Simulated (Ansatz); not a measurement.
# Worked example: correlation energy of AsH2, doublet

Geometry: displaced at random from a stationary point.

```yaml
atoms:
  - { symbol: As, position_ang: [0.0033, -0.0279, -0.0002] }
  - { symbol: H, position_ang: [-0.1616, 1.0531, -1.0745] }
  - { symbol: H, position_ang: [-0.0849, 1.0206, 1.0891] }
```

Basis cc-pVTZ; Ansatz 0.2.0. Correlated methods freeze the noble-gas cores and the filled d shells of p-block atoms, which leaves 7 electrons in 57 orbitals. R marks a restricted (for open shells ROHF) determinant, U an unrestricted one. No spin–orbit coupling is included, and no scalar relativity.

Full CI isn't at hand for all of this; UCCSDT(Q) serves as the reference, and is uncertain by about the last step of the cluster series.

Runs differ by some tens of microhartree through their thresholds and, for an open shell, their frozen cores, so steps under 0.03 kcal/mol mean nothing.

```tsv
level	total energy (hartree)
UHF	-2235.384894
UMP2	-2235.510460
UCCSD	-2235.534996
UCCSD(T)	-2235.539678
UCCSDT	-2235.540448
UCCSDT(Q)	-2235.540595
```

What is the correlation energy at UCCSDT(Q), and what share of it do UMP2 and UCCSDT recover?

E(corr) = -2235.540595 − (-2235.384894) = -0.155701 hartree = -4.237 eV. UMP2: -0.125566 / -0.155701 = 80.65 %. UCCSDT: -0.155554 / -0.155701 = 99.91 %.

By how many kcal/mol does UCCSD(T) miss UCCSDT(Q) (1 hartree = 627.509 kcal/mol), and which steps make up the rest?

-2235.539678 − (-2235.540595) = 0.000917 hartree = 0.58 kcal/mol. Steps: UCCSDT − UCCSD(T) = -0.48, UCCSDT(Q) − UCCSDT = -0.09 kcal/mol. That is within 1 kcal/mol of the reference in this basis, which itself misses far more of the correlation at the basis-set limit.
